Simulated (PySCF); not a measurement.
# triplet SiNH5: levels of theory compared

Wanted: a comparison of 6 runs (U-r2SCAN/def2-TZVP, U-wB97M-V/def2-TZVP, U-wB97X/def2-TZVP, UB2PLYP/def2-TZVP, UM06-2X/def2-TZVP, UM06-L/def2-TZVP) of triplet SiNH5. Input form: a Python script.

Program for the calculation: PySCF 2.14.0.

2 further runs of the same task are left out: 2 set aside as unsound or not needed. Runs told in other sessions of the task aren't counted.

## 1. Starting point

SiNH5 has 7 atoms, charge 0, and is taken as a triplet. SMILES of the parent species: `[SiH3]N`. Geometry: relaxed at PBE0-D4/def2-TZVP. That shape belongs to the parent species and isn't relaxed for this state.

Bond lengths: Si1–N2 1.720 Å, Si1–H3 1.486 Å, Si1–H4 1.486 Å, Si1–H5 1.494 Å, N2–H6 1.007 Å, N2–H7 1.007 Å. Angles: Si1–N2–H6 119.6°, Si1–N2–H7 119.6°, N2–Si1–H3 107.9°, N2–Si1–H4 107.9°, N2–Si1–H5 116.0°, H6–N2–H7 110.7°, H3–Si1–H4 110.5°, H3–Si1–H5 107.3°, H4–Si1–H5 107.3°.

## 2. A single-point energy at U-r2SCAN/def2-TZVP (run 1)

Input file run.py:

```python
from pyscf import gto, dft

mol = gto.M(
    atom='''
Si    -0.413010    -0.292700    -0.422350
N      0.611760     0.348670     0.801280
H     -0.018320    -1.706330    -0.653330
H     -1.813170    -0.217090     0.068940
H     -0.367930     0.402730    -1.743970
H      0.391580     1.238230     1.219480
H      1.609100     0.226510     0.729930
''',
    max_memory=1860,
    basis='def2-tzvp',
    spin=2,
    verbose=3,
)

calc0 = dft.UKS(mol)
calc0.xc = 'r2scan'
calc0.grids.level = 5
calc0.conv_tol = 1e-10
calc0.kernel()
if not calc0.converged:
    calc0 = calc0.newton().run(calc0.mo_coeff, calc0.mo_occ)

e_tot = calc0.e_tot
print(f'total energy: {e_tot:.8f} hartree')
```

The run is started by

```sh
$ OMP_NUM_THREADS=1 python run.py
```

Standard output:

```text
<dir> SyntaxWarning: invalid escape sequence '\W'
  S = {(paw_set(r)[0], bool(re.search(r"spin_orbit\W+true|paw_fr", str((r.get("files") or {}).get("input") or "")) or re.search("(?i)spin.orbit\W+(value\W+)?(true|yes)|value\W+spin-orbit", json.dumps(r.get("inputs"), default=str)))) for r in records}

WARN: HOMO -0.0395734535449321 >= LUMO -0.31485019966663

WARN: HOMO -0.0503592957421546 >= LUMO -0.239838304297134

WARN: HOMO -0.0630704196705416 >= LUMO -0.255541174931743

WARN: HOMO -0.065703401886438 >= LUMO -0.259388762755336

WARN: HOMO -0.0672330442803606 >= LUMO -0.249848321365732

WARN: HOMO -0.0695981089034383 >= LUMO -0.250405168003017

WARN: HOMO -0.069096504950565 >= LUMO -0.24930378441281

WARN: HOMO -0.0692444075821754 >= LUMO -0.24938845718474

WARN: HOMO -0.0692706226437991 >= LUMO -0.249365724291046

WARN: HOMO -0.0692828869196731 >= LUMO -0.24938950966957

WARN: HOMO -0.0692931238380652 >= LUMO -0.249392432200068

WARN: HOMO -0.0692944893365421 >= LUMO -0.249396091478918

WARN: HOMO -0.0692948947530603 >= LUMO -0.249395144210258

WARN: HOMO -0.0692948542743324 >= LUMO -0.24939572873377

converged SCF energy = -347.028021013213  <S^2> = 2.009181  2S+1 = 3.0061144
total energy: -347.02802101 hartree
```

Run time: 76 s. Hardware: 1 thread of Arm Neoverse V1, shared host; peak memory 0.54 GiB.

## 3. The energy at U-wB97M-V/def2-TZVP (run 2)

Input file mol.xyz:

```xyz
7

Si    -0.413010    -0.292700    -0.422350
N      0.611760     0.348670     0.801280
H     -0.018320    -1.706330    -0.653330
H     -1.813170    -0.217090     0.068940
H     -0.367930     0.402730    -1.743970
H      0.391580     1.238230     1.219480
H      1.609100     0.226510     0.729930
```

Input file run.py:

```python
from pyscf import gto, dft

system = gto.M(
    atom='mol.xyz',
    charge=0,
    verbose=4,
    spin=2,
    max_memory=1860,
    basis='def2-tzvp',
)

mf = dft.UKS(system, xc='wb97m-v')
mf.conv_tol = 1e-10
mf.grids.level = 5
mf.nlcgrids.level = 1
mf.kernel()
if not mf.converged:
    mf = mf.newton().run(mf.mo_coeff, mf.mo_occ)

e_tot = mf.e_tot
print('E(%s) = %.9f' % ('WB97M-V', e_tot))
```

The run is started by

```sh
$ OMP_NUM_THREADS=1 python run.py
```

Standard output:

```text
<dir> SyntaxWarning: invalid escape sequence '\W'
  S = {(paw_set(r)[0], bool(re.search(r"spin_orbit\W+true|paw_fr", str((r.get("files") or {}).get("input") or "")) or re.search("(?i)spin.orbit\W+(value\W+)?(true|yes)|value\W+spin-orbit", json.dumps(r.get("inputs"), default=str)))) for r in records}

PySCF version 2.14.0

[... 78 lines left out ...]
[... the frontier-level lines of each cycle are left out ...]
[... 17 lines left out ...]
[... 17 lines left out ...]
[... 17 lines left out ...]
[... 17 lines left out ...]
[... 1 line left out ...]
cycle= 15 E= -347.011943635502  delta_E= -6.5e-10  |g|= 4.02e-06  |ddm|= 0.000326


cycle= 16 E= -347.011943635553  delta_E= -5.16e-11  |g|= 1.4e-06  |ddm|= 0.000122


Extra cycle  E= -347.011943635553  delta_E= 6.82e-13  |g|= 9.2e-07  |ddm|= 6.67e-06
converged SCF energy = -347.011943635553  <S^2> = 2.0058859  2S+1 = 3.0039214
E(WB97M-V) = -347.011943636
```

Run time: 2.4 min. Hardware: 1 thread of Arm Neoverse V1, shared host; peak memory 0.56 GiB.

Run 3 isn't shown in full; the table further down has it.

## 4. A single-point energy at UB2PLYP/def2-TZVP (run 4)

Input file job.py:

```python
from pyscf import gto, dft, mp

molecule = gto.M(
    atom=[
    ('Si', (-0.413010, -0.292700, -0.422350)),
    ('N', (0.611760, 0.348670, 0.801280)),
    ('H', (-0.018320, -1.706330, -0.653330)),
    ('H', (-1.813170, -0.217090, 0.068940)),
    ('H', (-0.367930, 0.402730, -1.743970)),
    ('H', (0.391580, 1.238230, 1.219480)),
    ('H', (1.609100, 0.226510, 0.729930)),
],
    basis='def2-tzvp',
    charge=0,
    spin=2,
    max_memory=1860,
    verbose=4,
)

mf = dft.UKS(molecule, xc='0.53*HF + 0.47*B88, 0.73*LYP')
mf.conv_tol = 1e-10
mf.grids.level = 5
mf.kernel()
if not mf.converged:
    mf = mf.newton().run(mf.mo_coeff, mf.mo_occ)

pt = mp.MP2(mf, frozen=6).run()
e_tot = mf.e_tot + 0.27 * pt.e_corr
print('PT2 part  %.8f' % (0.27 * pt.e_corr))
print('Final energy', e_tot)
```

The run is started by

```sh
$ OMP_NUM_THREADS=1 python job.py
```

Standard output:

```text
<dir> SyntaxWarning: invalid escape sequence '\W'
  S = {(paw_set(r)[0], bool(re.search(r"spin_orbit\W+true|paw_fr", str((r.get("files") or {}).get("input") or "")) or re.search("(?i)spin.orbit\W+(value\W+)?(true|yes)|value\W+spin-orbit", json.dumps(r.get("inputs"), default=str)))) for r in records}

PySCF version 2.14.0

[... 64 lines left out ...]
WARN: HOMO -0.0994235211001637 >= LUMO -0.204870263461387
[... 17 lines left out ...]
WARN: HOMO -0.0955427109799771 >= LUMO -0.158216581677536
[... 17 lines left out ...]
WARN: HOMO -0.0974644938469567 >= LUMO -0.154378856415491
[... 17 lines left out ...]
WARN: HOMO -0.0975146678621357 >= LUMO -0.154392843687106
[... 17 lines left out ...]
WARN: HOMO -0.0975137915642037 >= LUMO -0.1543938933562
[... 5 lines left out ...]
WARN: HOMO -0.0975139080734237 >= LUMO -0.154394724752905

Extra cycle  E= -346.80052346685  delta_E= -5.12e-12  |g|= 1.71e-06  |ddm|= 1.26e-05
converged SCF energy = -346.80052346685  <S^2> = 2.0076518  2S+1 = 3.0050969

******** <class 'pyscf.mp.ump2.UMP2'> ********
nocc = (np.int64(8), np.int64(6)), nmo = (92, 92)
frozen orbitals 6
E(UMP2) = -347.180657051761  E_corr = -0.380133584911179
E(SCS-UMP2) = -347.185009548072  E_corr = -0.384486081221614
E_corr(same-spin) = -0.0827010238520787
E_corr(oppo-spin) = -0.297432561059101
PT2 part  -0.10263607
Final energy -346.903159534776
```

Wall time 35 s (1 thread of Arm Neoverse V1, shared host); peak memory 0.5 GiB.

Run 5 isn't shown in full; the table further down has it.

## 5. A single-point energy at UM06-L/def2-TZVP (run 6)

Input file calc.py:

```python
from pyscf import gto, dft

mol = gto.Mole()
mol.atom = [
    ('Si', (-0.413010, -0.292700, -0.422350)),
    ('N', (0.611760, 0.348670, 0.801280)),
    ('H', (-0.018320, -1.706330, -0.653330)),
    ('H', (-1.813170, -0.217090, 0.068940)),
    ('H', (-0.367930, 0.402730, -1.743970)),
    ('H', (0.391580, 1.238230, 1.219480)),
    ('H', (1.609100, 0.226510, 0.729930)),
]
mol.verbose = 3
mol.basis = 'def2-tzvp'
mol.max_memory = 1860
mol.spin = 2
mol.build()

mf = dft.UKS(mol)
mf.xc = 'm06-l'
mf.conv_tol = 1e-10
mf.grids.level = 5
mf.kernel()
if not mf.converged:
    mf = mf.newton().run(mf.mo_coeff, mf.mo_occ)

e_final = mf.e_tot
print('E = %.10f Eh' % e_final)
```

The run is started by

```sh
$ OMP_NUM_THREADS=1 python calc.py
```

Standard output:

```text
<dir> SyntaxWarning: invalid escape sequence '\W'
  S = {(paw_set(r)[0], bool(re.search(r"spin_orbit\W+true|paw_fr", str((r.get("files") or {}).get("input") or "")) or re.search("(?i)spin.orbit\W+(value\W+)?(true|yes)|value\W+spin-orbit", json.dumps(r.get("inputs"), default=str)))) for r in records}

WARN: HOMO -0.0359101436959364 >= LUMO -0.313908510271091

WARN: HOMO -0.0338396205054252 >= LUMO -0.242995597620774

WARN: HOMO -0.04578668817609 >= LUMO -0.249785217983725

WARN: HOMO -0.0495176047575967 >= LUMO -0.26140573623503

WARN: HOMO -0.0546334200855583 >= LUMO -0.256348946636429

WARN: HOMO -0.058455437770089 >= LUMO -0.258097458899336

WARN: HOMO -0.0578579741866641 >= LUMO -0.256536356405427

WARN: HOMO -0.0580185321498838 >= LUMO -0.255809610461366

WARN: HOMO -0.057902088831959 >= LUMO -0.255515297831941

WARN: HOMO -0.0578872295247379 >= LUMO -0.255518723485778

WARN: HOMO -0.0578852360468574 >= LUMO -0.255501979474872

WARN: HOMO -0.0578838624682483 >= LUMO -0.255503186016757

WARN: HOMO -0.0578841005415534 >= LUMO -0.255502954944685

WARN: HOMO -0.0578844243271242 >= LUMO -0.255503013239565

WARN: HOMO -0.0578843015653696 >= LUMO -0.255502687702631

converged SCF energy = -347.067475410841  <S^2> = 2.0067742  2S+1 = 3.0045128
E = -347.0674754108 Eh
```

It took 80 s on 1 thread of Arm Neoverse V1, shared host; peak memory 0.54 GiB.

## 6. Overview of the runs

| run | level | nlc grid | frozen core orbitals | energy (Eh) | dipole moment (D) | HOMO energy (eV) | ⟨S²⟩ | wall time |
| --- | --- | --- | --- | --- | --- | --- | --- | --- |
| 1 | U-r2SCAN/def2-TZVP | – | – | -347.028021 | 0.94 | -1.89 | 2.009 | 76 s |
| 2 | U-wB97M-V/def2-TZVP | 1 | – | -347.011944 | 0.89 | -3.81 | 2.006 | 2.4 min |
| 3 | U-wB97X/def2-TZVP | – | – | -347.044597 | 1.25 | -3.64 | 2.008 | 51 s |
| 4 | UB2PLYP/def2-TZVP | – | 6 | -346.903160 | 0.72 | -2.65 | 2.008 | 35 s |
| 5 | UM06-2X/def2-TZVP | – | – | -347.018019 | 0.69 | -2.97 | 2.007 | 98 s |
| 6 | UM06-L/def2-TZVP | – | – | -347.067475 | 0.67 | -1.58 | 2.007 | 80 s |

## 7. Outcome

| quantity | value |
| --- | --- |
| run 6: total energy | -347.06748 Eh |
| run 6: dipole moment | 0.67 D |
| run 6: HOMO energy (highest over α and β) | -1.58 eV |
| run 6: ⟨S²⟩ | 2.007 |

What this shows: The dipole moment (its size) runs from 0.67 D (UM06-L/def2-TZVP) to 1.25 D (U-wB97X/def2-TZVP). Totals of different functionals can't be ranked against each other. All runs together took 8 min, the longest 2.4 min.
